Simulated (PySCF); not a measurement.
# CCSDTQ/STO-3G run of H2O2 (SMILES OO)

What is the energy change on altering one bond length of H2O2 at CCSDTQ/STO-3G? Input form: a Python script.

The results are computed with PySCF 2.14.0.

9 further runs of the same task are left out: 9 set aside as unsound or not needed.

## Step 1: Starting point

The species is H2O2 (4 atoms), meant as a singlet with charge 0. SMILES: `OO`. The coordinates come from a PBE0-D4/def2-TZVP relaxation.

Bond lengths: O1–O2 1.426 Å, O1–H3 0.965 Å, O2–H4 0.965 Å. Angles: O1–O2–H4 101.1°, O2–O1–H3 101.1°.

## Step 2: The energy at CCSDTQ/STO-3G

The input, job.py:

```python
from pyscf import gto, scf, cc

system = gto.Mole()
system.atom = '''
O     -0.919919    -1.098120     0.057826
O      0.091274     1.376477     0.390984
H      0.352245    -2.110824     0.883258
H      0.476400     1.832656    -1.332068
'''
system.verbose = 4
system.spin = 0
system.unit = 'bohr'
system.max_memory = 1860
system.basis = 'sto-3g'
system.build()

myscf = scf.RHF(system)
myscf.conv_tol = 1e-10
myscf.kernel()
if not myscf.converged:
    myscf = myscf.newton().run(myscf.mo_coeff, myscf.mo_occ)

mycc = cc.CCSDTQ(myscf, frozen=2)
mycc.kernel()
e_tot = mycc.e_tot
print(f'total energy: {e_tot:.8f} hartree')
```

Run with:

```bash
OMP_NUM_THREADS=1 python job.py
```

The program printed:

```text
PySCF version 2.14.0

[INPUT] num. atoms = 4
[INPUT] num. electrons = 18
[INPUT] charge = 0
[INPUT] spin (= nelec alpha-beta = 2S) = 0
[INPUT] symmetry False subgroup None
[INPUT] Mole.unit = bohr
[INPUT] Symbol           X                Y                Z      unit          X                Y                Z       unit  Magmom
[INPUT]  1 O     -0.486800170692  -0.581100078855   0.030600201399 AA   -0.919919000000  -1.098120000000   0.057826000000 Bohr   0.0
[INPUT]  2 O      0.048300120750   0.728400259756   0.206899822634 AA    0.091274000000   1.376477000000   0.390984000000 Bohr   0.0
[INPUT]  3 H      0.186400026661  -1.116999957063   0.467400004963 AA    0.352245000000  -2.110824000000   0.883258000000 Bohr   0.0
[INPUT]  4 H      0.252100023282   0.969799790656  -0.704900028996 AA    0.476400000000   1.832656000000  -1.332068000000 Bohr   0.0

nuclear repulsion = 37.2831135806696
number of shells = 8
number of NR pGTOs = 36
number of NR cGTOs = 12
basis = sto-3g
ecp = {}

******** <class 'pyscf.scf.hf.RHF'> ********
method = RHF
initial guess = minao
damping factor = 0
level_shift factor = 0
DIIS = <class 'pyscf.scf.diis.CDIIS'>
diis_start_cycle = 1
diis_space = 8
diis_damp = 0
SCF conv_tol = 1e-10
SCF conv_tol_grad = None
SCF max_cycles = 50
direct_scf = True
direct_scf_tol = 1e-13
Set gradient conv threshold to 1e-05
Initial guess from minao.
init E= -148.685143500456
  HOMO = -0.298990534011843  LUMO = 0.128739171502212  gap/eV = 11.63912
cycle= 1 E= -148.731126958376  delta_E= -0.046  |g|= 0.257  |ddm|= 2.43
  HOMO = -0.308003366168128  LUMO = 0.545567253862875  gap/eV = 23.22684
cycle= 2 E= -148.759686221421  delta_E= -0.0286  |g|= 0.042  |ddm|= 0.412
  HOMO = -0.365220638593402  LUMO = 0.483052757110397  gap/eV = 23.08269
cycle= 3 E= -148.76051193196  delta_E= -0.000826  |g|= 0.00752  |ddm|= 0.0738
  HOMO = -0.364553993178027  LUMO = 0.483515220719225  gap/eV = 23.07714
cycle= 4 E= -148.760539305504  delta_E= -2.74e-05  |g|= 0.00106  |ddm|= 0.0133
  HOMO = -0.364366052709911  LUMO = 0.483664473075643  gap/eV = 23.07609
cycle= 5 E= -148.760540395726  delta_E= -1.09e-06  |g|= 0.000371  |ddm|= 0.00294
  HOMO = -0.364389888139846  LUMO = 0.483612521769236  gap/eV = 23.07532
cycle= 6 E= -148.760540560432  delta_E= -1.65e-07  |g|= 8.41e-05  |ddm|= 0.00156
  HOMO = -0.364384494106334  LUMO = 0.483621497099277  gap/eV = 23.07542
cycle= 7 E= -148.760540569224  delta_E= -8.79e-09  |g|= 1.24e-05  |ddm|= 0.00036
  HOMO = -0.364385676838106  LUMO = 0.483620261305758  gap/eV = 23.07542
cycle= 8 E= -148.76054056938  delta_E= -1.55e-10  |g|= 1.36e-06  |ddm|= 4.94e-05
  HOMO = -0.364385797487039  LUMO = 0.483620116775525  gap/eV = 23.07542
cycle= 9 E= -148.760540569381  delta_E= -1.42e-12  |g|= 2.47e-07  |ddm|= 3.85e-06
  HOMO = -0.364385811170283  LUMO = 0.483620090655078  gap/eV = 23.07542
Extra cycle  E= -148.760540569381  delta_E= 1.14e-13  |g|= 8.74e-08  |ddm|= 4.54e-07
converged SCF energy = -148.760540569381

******** <class 'pyscf.cc.rccsdtq.RCCSDTQ'> ********
RCCSDTQ nocc = 7, nmo = 10
Allocating only the i<=j<=k<=l part of the T4 amplitude in memory
frozen orbitals 2
max_cycle = 50
conv_tol = 1e-07
conv_tol_normt = 1e-06
diis with the T4 amplitude
diis_space = 6
diis_start_cycle = 0
diis_start_energy_diff = 1e+09
einsum_backend: numpy
_make_eris_incore_RCCSDTQ
blksize  4
Approximate memory usage estimate
    T4 memory                 133 KB
    R4 memory                 133 KB
    Symmetrized T4 memory     106 KB
    ERIs memory              78.1 KB
    T1-ERIs memory           78.1 KB
    Intermediates memory     62.0 KB
    Block workspace           324 KB
    T4 einsum buffer          324 KB
Init t2, MP2 energy = -148.836545024841  E_corr(MP2) -0.076004455460
Init E_corr(RCCSDTQ) = -0.0760044554600049
cycle =  1  E_corr(RCCSDTQ) = -0.094434093422  dE = -1.842963796155e-02  norm(d tamps) = 5.19987978e-02
cycle =  2  E_corr(RCCSDTQ) = -0.100642864952  dE = -6.208771530683e-03  norm(d tamps) = 2.13038578e-02
cycle =  3  E_corr(RCCSDTQ) = -0.104948579848  dE = -4.305714895749e-03  norm(d tamps) = 9.92762060e-03
cycle =  4  E_corr(RCCSDTQ) = -0.105009778133  dE = -6.119828491462e-05  norm(d tamps) = 1.80207584e-03
cycle =  5  E_corr(RCCSDTQ) = -0.104974118432  dE =  3.565970044979e-05  norm(d tamps) = 8.74029426e-04
cycle =  6  E_corr(RCCSDTQ) = -0.104972935004  dE =  1.183428321366e-06  norm(d tamps) = 2.44722941e-04
cycle =  7  E_corr(RCCSDTQ) = -0.104973300180  dE = -3.651756007583e-07  norm(d tamps) = 9.11265119e-05
cycle =  8  E_corr(RCCSDTQ) = -0.104974510258  dE = -1.210078626052e-06  norm(d tamps) = 3.78582463e-05
cycle =  9  E_corr(RCCSDTQ) = -0.104975349876  dE = -8.396175488201e-07  norm(d tamps) = 1.99080684e-05
cycle = 10  E_corr(RCCSDTQ) = -0.104975192869  dE =  1.570068458023e-07  norm(d tamps) = 6.90296046e-06
cycle = 11  E_corr(RCCSDTQ) = -0.104974907345  dE =  2.855237358490e-07  norm(d tamps) = 3.14716243e-06
cycle = 12  E_corr(RCCSDTQ) = -0.104974789591  dE =  1.177546792852e-07  norm(d tamps) = 1.21564412e-06
cycle = 13  E_corr(RCCSDTQ) = -0.104974752623  dE =  3.696741573966e-08  norm(d tamps) = 5.29356481e-07
RCCSDTQ converged
E(RCCSDTQ) = -148.8655153220041   E_corr = -0.1049747526232272
E_corr(same-spin) = -0.00465943464028513
E_corr(oppo-spin) = -0.100315317982942
total energy: -148.86551532 hartree
```

Run time: 2.6 s. Hardware: 1 thread of Arm Neoverse V1, shared host; peak memory 0.11 GiB.

## Step 3: The distorted shape at the same level

The input, job.py:

```python
from pyscf import gto, scf, cc

mol = gto.M(
    atom=[
    ('O', (-0.621459, -0.473905, -0.056772)),
    ('O', (-0.086359, 0.835595, 0.119528)),
    ('H', (0.186400, -1.117000, 0.467400)),
    ('H', (0.117441, 1.076995, -0.792272)),
],
    max_memory=1860,
    verbose=3,
    basis='sto-3g',
)

calc0 = scf.RHF(mol)
calc0.conv_tol = 1e-10
calc0.kernel()
if not calc0.converged:
    calc0 = calc0.newton().run(calc0.mo_coeff, calc0.mo_occ)

mycc = cc.CCSDTQ(calc0, frozen=2)
mycc.kernel()
e_final = mycc.e_tot
print('E(%s) = %.9f' % ('CCSDTQ', e_final))
```

Run with:

```bash
OMP_NUM_THREADS=1 python job.py
```

The program printed:

```text
converged SCF energy = -148.741994020572
_make_eris_incore_RCCSDTQ
RCCSDTQ converged
E(RCCSDTQ) = -148.8632735335246   E_corr = -0.1212795129524484
E_corr(same-spin) = -0.00543743077309139
E_corr(oppo-spin) = -0.115842082179357
E(CCSDTQ) = -148.863273534
```

Run time: 2.8 s. Hardware: 1 thread of Arm Neoverse V1, shared host; peak memory 0.11 GiB.

## Step 4: Results

At CCSDTQ/STO-3G, 2 core orbitals frozen:

| quantity | value |
| --- | --- |
| first shape: total energy | -148.86552 Eh |
| first shape: dipole moment (Hartree–Fock density) | 1.57 D |
| first shape: HOMO energy (Hartree–Fock orbitals) | -9.92 eV |
| first shape: LUMO energy (Hartree–Fock orbitals) | 13.16 eV |
| first shape: HOMO–LUMO gap (Hartree–Fock orbitals) | 23.08 eV |
| first shape: correlation energy (2 core orbitals frozen) | -105.0 mEh |
| first shape: T1 diagnostic | 0.007 |
| distorted shape: total energy | -148.86327 Eh |
| distorted shape: dipole moment (Hartree–Fock density) | 1.49 D |
| distorted shape: HOMO energy (Hartree–Fock orbitals) | -9.77 eV |
| distorted shape: LUMO energy (Hartree–Fock orbitals) | 11.98 eV |
| distorted shape: HOMO–LUMO gap (Hartree–Fock orbitals) | 21.75 eV |
| distorted shape: correlation energy (2 core orbitals frozen) | -121.3 mEh |
| distorted shape: T1 diagnostic | 0.009 |
| energy change with the O1–H3 bond stretched from 0.965 to 1.158 Å | 0.061 eV |

With the O1–H3 bond stretched from 0.965 to 1.158 Å the energy rises by 0.06 eV (5.9 kJ/mol). The first shape isn't relaxed at this level, so the change isn't measured from a minimum. The minimal basis adds a large error of its own.
